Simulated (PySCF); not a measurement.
Task: What does the PBE0-D3(BJ)/def2-SVP structure of `CC#CCF` look like in three dimensions?

Result: 
```
atom  x, y, z in Å
C1    -2.0345    0.2942   -0.0197
C2    -0.6005    0.0750   -0.0863
C3     0.5966   -0.1039   -0.1441
C4     2.0347   -0.3264   -0.2080
F5     2.7044    0.7544   -0.7251
H6    -2.5860   -0.5351   -0.4896
H7    -2.3090    1.2207   -0.5476
H8    -2.3788    0.3862    1.0221
H9     2.4294   -0.5305    0.8029
H10    2.2539   -1.2068   -0.8383
```

Orientation and origin are arbitrary. Atoms count from 1 in this order. The 5 heavy atoms lie in one plane (0.000 Å rms). The C–C distances run from 1.212 Å (C2≡C3, drawn triple) to 1.457 Å (C3–C4, drawn single), a spread of 0.245 Å.

Bonds between heavy atoms (Å): C1–C2 1.452, C2≡C3 1.212, C3–C4 1.457, C4–F5 1.373.

Theory: PySCF, PBE0-D3(BJ)/def2-SVP geometry optimisation, gas phase.

Point group: near Cs, missed by 0.21 Å at most; the miss may be what the optimiser left on a soft mode. PBE0-D3(BJ)/def2-SVP frequencies: not computed here.

Time: 35 s wall; peak memory 0.38 GiB. Hardware: Arm Neoverse N1, one thread, shared host with 64 logical CPUs at a one-minute load of 60. That covers the optimisation of the geometry.
